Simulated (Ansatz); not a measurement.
Kohn–Sham single points on `[CH2][SiH2]O` radical.

```yaml
crystal:
  periodic: [false, false, false]
  atoms:
    - {symbol: C, position_ang: [-0.861528, 0.517820, -0.791352]}
    - {symbol: Si, position_ang: [0.653968, -0.005157, 0.111133]}
    - {symbol: O, position_ang: [0.302834, -0.724415, 1.554445]}
    - {symbol: H, position_ang: [-0.970839, 0.416758, -1.867023]}
    - {symbol: H, position_ang: [-1.703063, 0.991524, -0.293315]}
    - {symbol: H, position_ang: [1.495578, 1.161108, 0.480616]}
    - {symbol: H, position_ang: [1.431000, -0.912302, -0.779760]}
    - {symbol: H, position_ang: [-0.255850, -1.502336, 1.529357]}
basis:
  gaussian: {orbitals: def2-TZVPP}
magnetization: {spin_polarized: true, initial_magnetization: 1}
hamiltonian: {xc: {name: BLYP}, dispersion: d4}
output: {orbitals: {seedname: orbitals}}
```

```sh
$ ansatz run in.yaml --threads 2 --pin off --events-out ev --progress --plain
```

It prints (some lines left out):

```
Functional definition: BLYP
914 factors; their error is unknown
mean field evaluation 1: about -11031.9270 eV, gradient 5.5e1 eV
mean field evaluation 2: about -10994.4719 eV, gradient 1.1e2 eV
mean field evaluation 4: about -11042.8499 eV, gradient 9.8e0 eV
mean field evaluation 8: about -11043.2852 eV, gradient 2.3e-1 eV
mean field evaluation 16: about -11043.2853 eV, gradient 3.3e-5 eV
mean field -11043.28532252 eV, -405.8332501948 hartree, gradient 3.3e-5 eV, S^2 0.752878; 0 other end points of the search recorded, 0 dependent functions left out
reference -11043.28565048 eV, -405.8332622472 hartree; 17, 16 occupied and 157, 158 virtual orbitals, 914 factors
Total energy: -11043.55070736 eV, -405.8430029080 hartree
```

It took 2.3 s on 2 threads of a server CPU on a shared host, with 0.22 GiB of host memory at the peak.

Changing it to `hamiltonian: {xc: {name: r2SCAN0}, dispersion: d4}` (abridged; 4.2 s):

```
Functional definition: r2SCAN0
mean field evaluation 16: about -11041.6130 eV, gradient 1.3e-4 eV
mean field -11041.61298930 eV, -405.7717930828 hartree, gradient 4.6e-5 eV, S^2 0.756602
Total energy: -11041.64543244 eV, -405.7729853461 hartree
```

Changing it to `hamiltonian: {xc: {name: PBE-QIDH}}` (abridged; 3.8 s):

```
Functional definition: PBE-QIDH
mean field evaluation 16: about -11029.5676 eV, gradient 1.4e-4 eV
mean field -11029.56758116 eV, -405.3291324980 hartree, gradient 5.4e-6 eV, S^2 0.757070
7 core orbitals not correlated: weight in the atoms' cores, before any rotation towards them, 1.000 or more for the frozen orbitals, at most 0.000 for the correlated occupied ones
second order -15.57941137 eV of doubles, -0.00000000 eV of singles
Total energy: -11034.76072965 eV, -405.5199771851 hartree
```

The same input with `hamiltonian: {xc: {name: B3LYP}, dispersion: d4}` and forces (abridged; 4 s):

```
Functional definition: B3LYP
mean field evaluation 16: about -11045.1840 eV, gradient 3.9e-5 eV
mean field -11045.18398036 eV, -405.9030245836 hartree, gradient 1.0e-5 eV, S^2 0.753490
Total energy: -11045.37508598 eV, -405.9100475857 hartree
Atom 0 force    -0.072867     0.034314    -0.042473 eV/Å
Atom 1 force     0.174172     0.086351    -0.153863 eV/Å
Atom 2 force    -0.033083    -0.060342     0.088409 eV/Å
Atom 3 force    -0.007004     0.012488     0.067592 eV/Å
Atom 4 force     0.045150    -0.030460    -0.045501 eV/Å
Atom 5 force    -0.044279    -0.065185    -0.022204 eV/Å
Atom 6 force    -0.040916     0.059196     0.053298 eV/Å
Atom 7 force    -0.021172    -0.036362     0.054742 eV/Å
Dipole moment:    -0.269306    -0.140200    -0.186157 e Å
```

The same input with `hamiltonian: {xc: {name: r2SCANh}, dispersion: d4}` (abridged; 4.4 s):

```
Functional definition: r2SCANh
mean field evaluation 16: about -11041.8767 eV, gradient 6.3e-5 eV
mean field -11041.87666550 eV, -405.7814830042 hartree, gradient 6.7e-5 eV, S^2 0.756430
Total energy: -11041.90600545 eV, -405.7825612277 hartree
```

The same input with `hamiltonian: {xc: pbe0, dispersion: d4}` (abridged; 3 s):

```
Functional definition: PBE0
mean field evaluation 16: about -11037.4572 eV, gradient 3.7e-5 eV
mean field -11037.45721482 eV, -405.6190711876 hartree, gradient 8.5e-6 eV, S^2 0.754435
Total energy: -11037.55546205 eV, -405.6226817065 hartree
```

B3LYP takes the VWN-RPA correlation (the form of Gaussian; ORCA's B3LYP/G).
